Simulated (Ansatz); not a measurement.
System: CH3NO (charge +1, doublet). SMILES of the parent species: NC=O
Structure (B3LYP-D3(BJ)/def2-TZVP (Ansatz, a program for electronic structure) minimum search):
```
C
O 1 1.2622
N 1 1.2939 2 126.22
H 3 1.0137 1 119.95 2 -180.00
H 3 1.0160 4 118.16 1 180.00
H 1 1.1036 2 112.71 3 -180.00
```
Charge +1, spin multiplicity 2.

Parts of the frozen-core correlation energy in aug-cc-pVDZ (Ansatz, hartree). Frozen orbitals: 3; correlated occupied orbitals by spin: 9 and 8; virtual: 84 and 85. Open shells are spin-unrestricted. Spin-orbit coupling is left out. No relativistic terms.

```csv
term,value
reference (HF),-168.65137
MP2 opposite-spin,-0.33088
MP2 same-spin,[?]
CCSD correlation,[?]
(T),[?]
T1 diagnostic,0.022
largest doubles amplitude,0.063
<S^2> of the reference,0.762
```

Q: Complete the blanks.

A: 
- MP2 same-spin, value: -0.11153
- CCSD correlation, value: -0.47445
- (T), value: -0.01593
